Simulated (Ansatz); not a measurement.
# C2H− (SMILES [C-]#C): functionals against CCSD(T) at one geometry

An exercise on one series of results from a longer session: the logs are not shown, and one member is left open.

Method: single points in def2-TZVPPD; program: Ansatz 0.2.0, Gaussian basis.

Cores are frozen in the correlated methods.

**Starting geometry**

3 atoms, charge -1, spin multiplicity 1.

Atoms are counted from 1 here; the program's logs count them from 0.

Bond lengths: C1–C2 1.096 Å, C2–H3 1.145 Å. Angles: C1–C2–H3 160.0°.

As a file:

```
C     0.6435    0.8387    0.5348
C     0.0738    0.1117   -0.0550
H    -0.4112   -0.8778   -0.3672
```

The first run:

run/in.yaml reads:

```yaml
crystal:
  periodic: [false, false, false]
  atoms:
    - {symbol: C, position_ang: [0.643500, 0.838700, 0.534800]}
    - {symbol: C, position_ang: [0.073800, 0.111700, -0.055000]}
    - {symbol: H, position_ang: [-0.411200, -0.877800, -0.367200]}
basis:
  gaussian: {orbitals: "def2-TZVPPD.json"}
total_charge: -1
correlation: {method: ccsd_t}
output: {forces: true}
```

The basis file named in the input lies beside it (Basis Set Exchange, JSON).

The command line of these runs was not kept.

Steps of the session up to this table: CCSD(T)/def2-TZVPPD; PBE0-D4/def2-TZVPPD; wB97M-V/def2-TZVPPD; r2SCAN-D4/def2-TZVPPD; PBE-D4/def2-TZVPPD; revPBE-D4/def2-TZVPPD; BLYP-D4/def2-TZVPPD.

One of the session's tables, all rows but one given; the rest of the session is left out.

```
   method  RMS force component (eV/Å)  angle to CCSD(T) forces (°)
  CCSD(T)                      10.193                    reference
  PBE0-D4                       9.647                          0.5
  wB97M-V                           ?                            ?
r2SCAN-D4                       9.716                          0.4
   PBE-D4                       9.906                          0.4
revPBE-D4                      10.068                          0.6
  BLYP-D4                       9.759                          0.2
```

Q: Estimate the row for wB97M-V from the others.

As computed: RMS force component (eV/Å): 9.525; angle to CCSD(T) forces (°): 0.7. In the column «RMS force component (eV/Å)» it is the lowest.
